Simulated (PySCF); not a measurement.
# C2HAl (Ethynylaluminium): the cost of one run

The runs use PySCF 2.14.0, with density-fitted response routines of our own; the level of theory stands in each step. All values are computed, except where a source is named. Atoms count from 0, in the outputs and in this text.

## Step 1: Starting geometry

4 atoms, charge 0, multiplicity 1; geometry from: GFN2-xTB. The atoms were then displaced at random by about 0.01 Å, so the start is not that level's minimum.

Bonds of the start (Å): C0–C1 1.19, C1–Al2 1.96, C0–H3 1.04.

## Step 2: Relaxing the molecule at PBE0-D3(BJ)/def2-TZVP

What the job is given:

```
{"job": {"xc": "PBE0", "basis": "def2-TZVP", "d3": "d3bj", "grid": 2, "shake": 0.01, "kind": "geom"}, "charge": 0, "multiplicity": 1}
C     -0.794500    -0.068600    -0.048970
C      0.367510     0.018720    -0.308990
Al     2.279280     0.122640    -0.709340
H     -1.814300    -0.098130     0.162650
```

On the command line:

```
> OMP_NUM_THREADS=1 python probes_run.py task.json out
```

This one command runs all jobs of the session in turn.

**Question.** How long does this first job take on 1 thread of Arm Neoverse V1, shared host, and how much memory does it need?

About 8.3 s, with a peak of 0.4 GiB.
